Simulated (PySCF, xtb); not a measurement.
C2H3N, SMILES CC#N.

Harmonic wavenumbers (cm⁻¹) from GFN2-xTB (xtb) at its own minimum, in rising order: 387, 387, 993, 999, 999, 1368, 1427, 1427, 2422, 3018, 3019, 3020.

Q: What does PBE0-D3(BJ)/def2-TZVP run with PySCF 2.14.0 give at its own minimum? (An estimate is asked for; the answer gives what the named calculation found.)

A: 390, 390, 951, 1054, 1054, 1401, 1465, 1465, 2393, 3070, 3151, 3151. Paired by order, the mean absolute difference is 51 cm⁻¹ and the zero-point energies are 27.8 and 28.5 kcal/mol.
